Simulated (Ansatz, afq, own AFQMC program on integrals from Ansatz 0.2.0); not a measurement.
Atomization energy of CuCH3, singlet

| atom | x (Å) | y (Å) | z (Å) |
| --- | --- | --- | --- |
| Cu | -0.3772 | 0.0029 | 0.0023 |
| C | 1.5236 | -0.0118 | -0.0094 |
| H | 1.8662 | -1.0479 | -0.0064 |
| H | 1.8836 | 0.5067 | 0.8809 |
| H | 1.8726 | 0.4978 | -0.9091 |

Connectivity, by distances: Cu–CH3.

Atoms in their ground-state spins without spin–orbit coupling (mostly on UHF) minus the molecule (RHF), without zero-point energy. The geometry is a stationary point, not shown to be a minimum.

Basis def2-TZVP. Noble-gas cores (and the filled d shells of Ga–Kr and In–Xe) are frozen. Ansatz 0.2.0 and our own AFQMC program on the same integrals; the CISD trial comes from CCSD amplitudes, and released means the phaseless constraint is let go. Error bars are statistical, one sigma. The metal's outer-core s and p shells are frozen, which shifts wave-function levels against functionals. The errors of all members are added in quadrature.

No full CI on the walks' own integrals is used here; CCSDT(Q) serves as the reference and is uncertain by about the last step of the cluster series. Each member takes its own surest rung, up to full CI.

The best estimate is CCSD(T) at the basis-set limit (CBS: def2-TZVPP and def2-QZVPP, with their diffuse functions for anions and beside diffuse sets, CCSD(T) itself extrapolated) plus the step from CCSD(T) to CCSDT(Q) in def2-TZVP. Rows without CBS are in def2-TZVP; B2PLYP and the wave-function rows carry a basis error of their own. Core correlation and relativity beyond core potentials are missing, and ± holds the sampling alone.

Cautions: no relativity below Rb; outer-core shells of the metal frozen; Cu (doublet): its ph-AFQMC/CISD value lies 23 ± 3 meV above CCSDT(Q).

```
  level  atomization energy (eV)
wB97M-V                   15.751
 B2PLYP                   15.528
  B3LYP                   15.612
```

Task: From these cheaper values, estimate the atomization energy at the level of the best estimate.

Result: 15.702 eV (best estimate, highest rung CCSDT(Q)).

```json
{"level": "HF", "atomization energy (eV)": "11.022", "error against the best estimate (eV)": "-4.680"}
{"level": "MP2", "atomization energy (eV)": "15.306", "error against the best estimate (eV)": "-0.396"}
{"level": "CCSD", "atomization energy (eV)": "14.913", "error against the best estimate (eV)": "-0.789"}
{"level": "CCSD(T)", "atomization energy (eV)": "15.169", "error against the best estimate (eV)": "-0.532"}
{"level": "CCSDT", "atomization energy (eV)": "15.175", "error against the best estimate (eV)": "-0.526"}
{"level": "CCSDT(Q)", "atomization energy (eV)": "15.193", "error against the best estimate (eV)": "-0.509"}
{"level": "ph-AFQMC/CISD", "atomization energy (eV)": "15.229 ± 0.009", "error against the best estimate (eV)": "-0.472 ± 0.009"}
{"level": "released AFQMC", "atomization energy (eV)": "15.211 ± 0.015", "error against the best estimate (eV)": "-0.491 ± 0.015"}
{"level": "HF/CBS", "atomization energy (eV)": "11.095", "error against the best estimate (eV)": "-4.607"}
{"level": "MP2/CBS", "atomization energy (eV)": "15.941", "error against the best estimate (eV)": "0.239"}
{"level": "CCSD(T)/CBS", "atomization energy (eV)": "15.678", "error against the best estimate (eV)": "-0.023"}
{"level": "PBE", "atomization energy (eV)": "16.010", "error against the best estimate (eV)": "0.309"}
{"level": "r2SCAN", "atomization energy (eV)": "15.853", "error against the best estimate (eV)": "0.151"}
{"level": "PBE0", "atomization energy (eV)": "15.598", "error against the best estimate (eV)": "-0.103"}
```

Correlation beyond CCSD(T) adds 0.023 eV. Going to the basis-set limit adds 0.509 eV at CCSD(T). The perturbative (T) step is worth +0.257 eV.

Best estimates are given only where the step beyond CCSD(T) is under 0.3 eV and no member's determinant is very poor (T1 over 0.05, or 0.07 for open shells, ⟨S²⟩ too high by 0.3, two states mixed), so the hardest cases are missing from such tables.

The functionals ran in a triple-zeta set and keep a basis error of their own, a few kJ/mol for each bond in atomization energies and more for double hybrids, so close places among them and the extrapolated levels can swap.

CCSDT and higher add their correlation energy to the determinant of the CCSD(T) run, since their own runs factorise the integrals more tightly (a shift of under 2 meV). Each member of a difference takes its own highest rung, so a best estimate needn't equal the limit plus the step of one row. A walk keeps the symmetry of its determinant, which the program's search chose and which needn't be the lowest solution, so a lower state of the same spin and another symmetry isn't excluded. Released energies are given only where the last usable release times agree within the noise; a slower fall can still hide under it.
